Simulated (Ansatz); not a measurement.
# How methods differ on PF3 (SMILES FP(F)F)

PF3 has 4 atoms, charge 0, and is taken as a singlet. As SMILES, `FP(F)F`. The shape is that of a GFN2-xTB optimisation.

```tsv
atom	x (Å)	y (Å)	z (Å)
P	-0.0046	0.0051	0.6423
F	1.3496	-0.0296	-0.2031
F	-0.6485	1.1803	-0.2282
F	-0.6965	-1.1558	-0.2109
```

Quantity: the vertical electron affinity (to the doublet anion), in eV. The values are calculated.

The electron affinity is E(neutral) − E(anion): positive where the electron is bound.

```json
{"level": "HF/STO-3G", "kind": "Hartree–Fock", "program": "Ansatz", "value (eV)": "-10.62", "less FCI/STO-3G": "+0.97", "CPU time (all runs)": "0.37 s"}
{"level": "PBE/STO-3G", "kind": "GGA", "program": "Ansatz", "value (eV)": "-10.50", "less FCI/STO-3G": "+1.09", "CPU time (all runs)": "7.6 s"}
{"level": "r2SCAN/STO-3G", "kind": "meta-GGA", "program": "Ansatz", "value (eV)": "-10.34", "less FCI/STO-3G": "+1.25", "CPU time (all runs)": "19 s"}
{"level": "BHLYP/STO-3G", "kind": "global hybrid", "program": "Ansatz", "value (eV)": "-10.03", "less FCI/STO-3G": "+1.56", "CPU time (all runs)": "6 s"}
{"level": "PBE0/STO-3G", "kind": "global hybrid", "program": "Ansatz", "value (eV)": "-10.13", "less FCI/STO-3G": "+1.46", "CPU time (all runs)": "3.1 s"}
{"level": "wB97X/STO-3G", "kind": "range-separated hybrid", "program": "Ansatz", "value (eV)": "-10.12", "less FCI/STO-3G": "+1.47", "CPU time (all runs)": "21 s"}
{"level": "B2PLYP/STO-3G", "kind": "double hybrid", "program": "Ansatz", "value (eV)": "-10.61", "less FCI/STO-3G": "+0.98", "CPU time (all runs)": "7.8 s"}
{"level": "MP2/STO-3G", "kind": "perturbation theory", "program": "Ansatz", "value (eV)": "-11.38", "less FCI/STO-3G": "+0.21", "CPU time (all runs)": "0.36 s"}
{"level": "CCSD/STO-3G", "kind": "coupled cluster or CI", "program": "Ansatz", "value (eV)": "-11.52", "less FCI/STO-3G": "+0.07", "CPU time (all runs)": "0.55 s"}
{"level": "FCI/STO-3G", "kind": "exact in the basis", "program": "Ansatz", "value (eV)": "-11.59", "less FCI/STO-3G": "0.00", "CPU time (all runs)": "0.88 s"}
```

FCI/STO-3G is exact within its basis and frozen core, so for wave-function methods in that basis the difference is their error; functionals converge differently with the basis, so for them it is only a difference. The values span -11.59 to -10.03 eV. All rows use very small basis sets, so none should be taken for the real molecule's value. Negative values mean that the anion is unbound at that level; they are set by how diffuse the basis is and aren't properties of the molecule, whose anion may well be bound. In so small a basis fixed costs decide the times, and correlated methods can beat functionals. CPU times are rough (shared hosts, several kinds of processor and program).
